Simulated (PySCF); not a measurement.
**From computed data to an observable: oscillator strength and radiative lifetime**

pyrrole (C4H5N), SMILES c1ccc[nH]1.

Geometry: B3LYP-D3(BJ)/def2-SVP.

TDA-LC-ωPBE/def2-SVPD in PySCF puts the first singlet state with f over 0.02 at 6.95 eV (vertical), with the transition dipole (0.000, 1.099, 0.000) in atomic units.

Question: Find the oscillator strength, the wavelength and the radiative lifetime that this transition would have in vacuum if emission retraced absorption.

Answer: 
|μ|² = 1.2078 au, so |μ| = 2.79 D. ΔE = 6.95/27.211 = 0.2554 hartree. f = (2/3) ΔE |μ|² = 0.206 (the program prints 0.206).
λ = 1239.84/6.95 = 178 nm; ν = 56056 cm⁻¹.
Einstein's coefficient A = 0.6670 ν² f s⁻¹ (ν in cm⁻¹) = 4.3e8 s⁻¹, so τ = 1/A = 2.3 ns. This state is S2; the lower singlet has f = 0.000. The figure is the radiative limit of this one transition; relaxation, internal conversion, crossing to triplets and a medium change what is measured.
